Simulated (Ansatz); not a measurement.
Ansatz (an electronic-structure program) input (MP2/6-31G*):

Ansatz 0.2 input:
```yaml
crystal:
  periodic: [false, false, false]
  atoms:
    - {symbol: Be, position_ang: [-0.00000000, -0.00000000, -0.26442914]}
    - {symbol: H, position_ang: [0.00000000, 0.00000000, 1.05771656]}
basis:
  gaussian:
    orbitals: 6-31G*
total_charge: 1
magnetization: {spin_polarized: false}
correlation: {method: mp2, electrons: outside_noble_gas}
```

Predict the final energy.

-14.86991 Eh.
